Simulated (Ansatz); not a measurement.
Antiferromagnetic (type II) rock-salt MnS, treated with PBEsol in Ansatz (plane waves, PAW).

Numerical settings: plane-wave cutoff 520 eV, 12×12×12 k mesh, spin-polarised with opposed moments, scalar-relativistic PAW data made under PBE.

Cell (relaxed at this level):

```yaml
crystal:
  lattice:
    - [5.01188, 2.48651, 2.48651]
    - [2.48651, 5.01188, 2.48651]
    - [2.48651, 2.48651, 5.01188]
  atoms:
    - { symbol: Mn, position: [0.00000, 0.00000, 0.00000] }
    - { symbol: Mn, position: [0.50000, 0.50000, 0.50000] }
    - { symbol: S, position: [0.25000, 0.25000, 0.25000] }
    - { symbol: S, position: [0.75000, 0.75000, 0.75000] }
```

Question: Predict the Voigt–Reuss–Hill bulk modulus, Voigt–Reuss–Hill shear modulus (Hill average), Young modulus and Poisson ratio.

Answer: 
- Voigt–Reuss–Hill bulk modulus: 83.7 GPa
- Voigt–Reuss–Hill shear modulus (Hill average): 44.8 GPa
- Young modulus: 114 GPa
- Poisson ratio: 0.273

Elastic constants are with the ions relaxed.

It cost about 19 core-minutes (a rough figure) of CPU time.

Ansatz is an electronic-structure program.
